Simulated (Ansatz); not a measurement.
Two isomers of C5H5F: A = `C=CC#CCF`, B = `C=C(F)C#CC`.

Gas-phase electronic energies from Ansatz, PBE0-D4/def2-TZVP geometries. CCSD(T)/CBS is the MP2 limit (def2-TZVPP, def2-QZVPP) plus CCSD(T) − MP2 in def2-TZVPP, frozen cores. Functionals use def2-TZVPP. B3LYP here is the variant with VWN-RPA as its local correlation; programs differ in this.

**Question.** Which isomer does CCSD(T)/CBS put lower? Give the gap. (Estimate.)

**Answer.** The calculation gave: B, by 5.4 kcal/mol.

**Question.** Give E(B) − E(A) in kcal/mol with PBE0-D4, CCSD/def2-TZVPP, B3LYP, ωB97M-V, MP2/def2-TZVPP, PBE-D4, CCSD(T)/def2-TZVPP. (An estimate is asked.)

**Answer.** Computed: PBE0-D4 -6.9, CCSD/def2-TZVPP -5.3, B3LYP -6.0, ωB97M-V -6.5, MP2/def2-TZVPP -6.0, PBE-D4 -7.3, CCSD(T)/def2-TZVPP -5.6. None reverses the order clearly.

Largest T1 diagnostic: 0.012.

In def2-TZVPP, CCSD(T) changes the Hartree–Fock value by −1.5 kcal/mol (the triples alone add −0.3 kcal/mol) and MP2 by −1.9 kcal/mol.
